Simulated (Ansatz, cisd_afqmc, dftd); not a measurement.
Reaction: HS (SMILES [SH], doublet) → HS- (SMILES [SH-]) (an electron is taken up)
Each species at its own B3LYP-D3(BJ)/def2-TZVP minimum (Ansatz, a first-principles code).

Property: adiabatic electron affinity (electronic), positive where energy is released, in eV. Radicals and triplets start from unrestricted determinants; spin-orbit coupling is neglected. Correlated methods leave the cores frozen. Rows without X2C or -DK are non-relativistic. AFQMC/CISD: phaseless, guided by CISD from CCSD amplitudes; bars are statistical, one sigma. Outlying blocks are dropped, and bars are widened where a walk drifts. Over all cases where full CI ran beside it in this data, AFQMC minus full CI had a median of +0.1 mEh and passed +0.4 mEh in a tenth of the cases. CBS(X,Y): correlation extrapolated as X^-3, Hartree-Fock from the larger set. A bracket is a step between two methods taken in the basis named. The functionals are non-relativistic, so their misses hold any scalar relativity. Double hybrids freeze cores in their MP2 part. '+ core + X2C': CCSD(T) terms for core correlation (cc-pwCVTZ, 1s frozen past Ne) and scalar relativity (cc-pVTZ-DK). def2-TZVPD holds few diffuse functions, which lowers the functionals' binding of the extra electron.

```json
[
 {"level": "HF/aug-cc-pV(D+d)Z", "program": "Ansatz", "adiabatic electron affinity (eV)": "1.12", "difference against the last row": "-1.23"},
 {"level": "B3LYP-D3(BJ)/def2-TZVPD", "program": "Ansatz + dftd3", "adiabatic electron affinity (eV)": "2.34", "difference against the last row": "-0.01"},
 {"level": "B3LYP-D4/def2-TZVPD", "program": "Ansatz + dftd4", "adiabatic electron affinity (eV)": "2.34", "difference against the last row": "-0.01"},
 {"level": "PBE0-D3(BJ)/def2-TZVPD", "program": "Ansatz + dftd3", "adiabatic electron affinity (eV)": "2.23", "difference against the last row": "-0.12"},
 {"level": "r2SCANh-D4/def2-TZVPD", "program": "Ansatz + dftd4", "adiabatic electron affinity (eV)": "2.22", "difference against the last row": "-0.13"},
 {"level": "CAM-B3LYP-D3(BJ)/def2-TZVPD", "program": "Ansatz + dftd3", "adiabatic electron affinity (eV)": "2.29", "difference against the last row": "-0.06"},
 {"level": "B2PLYP/def2-TZVPD", "program": "Ansatz", "adiabatic electron affinity (eV)": "2.24", "difference against the last row": "-0.11"},
 {"level": "MP2/aug-cc-pV(T+d)Z", "program": "Ansatz", "adiabatic electron affinity (eV)": "2.31", "difference against the last row": "-0.04"},
 {"level": "MP2/CBS(aug-cc-pV(T+d)Z,aug-cc-pV(Q+d)Z)", "program": "Ansatz", "adiabatic electron affinity (eV)": "2.44", "difference against the last row": "0.09"},
 {"level": "CCSD/aug-cc-pV(D+d)Z", "program": "Ansatz", "adiabatic electron affinity (eV)": "2.04", "difference against the last row": "-0.31"},
 {"level": "CCSD/CBS(aug-cc-pV(T+d)Z,aug-cc-pV(Q+d)Z)", "program": "Ansatz", "adiabatic electron affinity (eV)": "2.24", "difference against the last row": "-0.11"},
 {"level": "CCSDT(Q)/aug-cc-pV(T+d)Z", "program": "Ansatz", "adiabatic electron affinity (eV)": "2.24", "difference against the last row": "-0.11"},
 {"level": "CCSDT(Q)/aug-cc-pV(Q+d)Z", "program": "Ansatz", "adiabatic electron affinity (eV)": "2.31", "difference against the last row": "-0.04"},
 {"level": "AFQMC/CISD/aug-cc-pV(D+d)Z", "program": "cisd_afqmc", "adiabatic electron affinity (eV)": "2.12 ± 0.01", "difference against the last row": "-0.23"},
 {"level": "AFQMC/CISD/aug-cc-pV(T+d)Z", "program": "cisd_afqmc", "adiabatic electron affinity (eV)": "2.24 ± 0.02", "difference against the last row": "-0.11"},
 {"level": "CCSD(T)/CBS(aug-cc-pV(T+d)Z,aug-cc-pV(Q+d)Z) + [CCSDT(Q) - CCSD(T)]/aug-cc-pV(D+d)Z + core + X2C", "program": "Ansatz", "adiabatic electron affinity (eV)": "2.35", "difference against the last row": "0.00"},
 {"level": "CCSD(T)/CBS(aug-cc-pV(T+d)Z,aug-cc-pV(Q+d)Z) + [CCSDT(Q) - CCSD(T)]/aug-cc-pV(Q+d)Z + [CCSDTQ - CCSDT(Q)]/aug-cc-pV(D+d)Z + core + X2C", "program": "Ansatz", "adiabatic electron affinity (eV)": "2.35", "difference against the last row": "0.00"}
]
```
